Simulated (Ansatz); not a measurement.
## Forms of BGeP and their order

Ansatz 0.2.0, basis cc-pVDZ; geometries are PBE0/def2-TZVP minima. Wave-function levels freeze the cores with the filled d shells of p-block atoms; HF, MP2 and coupled cluster are restricted for singlets and unrestricted otherwise, restricted open-shell where a d shell is frozen, Kohn–Sham unrestricted where that lies lower. The reference is CCSDT(Q) (coupled cluster only where its series has nearly closed). Semilocal and hybrid functionals correlate all electrons outside any core potential and usually lie nearer their basis limit than the reference, so part of their error here is the reference's basis and frozen-core error; RPA and the MP2 part of double hybrids freeze the same cores as the reference. None of these values is a measured one. Energies are electronic, without zero-point terms. No spin–orbit coupling and no scalar relativity. The set is small: such energies can lie up to about 0.3 eV from the limit, spin gaps mostly less, so near ties and functionals' places can change in larger sets. The species are chosen: bound, without strong static correlation by their natural occupations or amplitudes, and with a ladder that closes on the reference, so errors are smaller than for species at large; levels whose determinant breaks symmetry or spin markedly are left out.

A. singlet; B–Ge 1.927, B–P 1.711, P–Ge 2.563. Coordinates (Å): B 0.000 -1.128 -0.672; Ge 0.000 0.073 0.835; P 0.000 0.222 -1.724
B. triplet; B–Ge 2.182, B–P 1.788, P–Ge 2.237. Coordinates (Å): B 0.000 -1.357 -0.905; Ge 0.000 0.056 0.758; P 0.000 0.342 -1.461

Q: From bonding and spin, estimate the order of these in energy at CCSDT(Q), each at its own geometry.

A: At CCSDT(Q), above the lowest of those listed: A (0.000 eV), B (0.987 eV).

```csv
level,B less A (eV)
CCSDT(Q),0.987
HF,0.376
MP2,0.946
CCSD(T),0.985
CCSDT,0.970
PBE,0.896
B3LYP,0.972
B2PLYP,1.000
RPA-PBE,1.034
```

Every level shown puts the same form lowest.

The geometries are PBE0's, not this basis's own minima.
